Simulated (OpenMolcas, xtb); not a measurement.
# A ladder of methods for BPH4 (SMILES BP)

The species is BPH4 (6 atoms), meant as a singlet with charge 0. SMILES: `BP`. The shape is that of a GFN2-xTB optimisation.

```xyz
6

B     0.0027   -0.8680    0.1189
P     0.3787    0.9288    0.2596
H    -0.7775   -1.3512    0.8429
H     0.6592   -1.5409   -0.5759
H     0.5991    1.3191   -1.0437
H    -0.8623    1.5122    0.3982
```

Quantity: the dipole moment, in D. The values are calculated.

```
                      level             kind     program  value (D)   CPU time
                   GFN2-xTB   semi-empirical         xtb       1.07  under 2 s
                   GFN0-xTB   semi-empirical         xtb       1.21  under 2 s
                   GFN1-xTB   semi-empirical         xtb       1.02  under 2 s
                  HF/STO-3G     Hartree–Fock  OpenMolcas       0.71      1.3 s
HF/ANO-S-VDZ (RICD fitting)     Hartree–Fock  OpenMolcas       1.32      1.5 s
               SVWN5/STO-3G              LDA  OpenMolcas       1.42      3.4 s
                 PBE/STO-3G              GGA  OpenMolcas       1.30      3.9 s
              r2SCAN/STO-3G         meta-GGA  OpenMolcas       1.16      4.4 s
               B3LYP/STO-3G    global hybrid  OpenMolcas       1.08        4 s
              M06-2X/STO-3G  hybrid meta-GGA  OpenMolcas       0.94      5.2 s
```

The values span 0.71 to 1.42 D. Magnitudes only: a small dipole may point the other way at some levels. Sets without polarisation functions give poor dipoles. CPU times are rough (shared hosts, several kinds of processor): they show what a rung costs within a factor of a few.
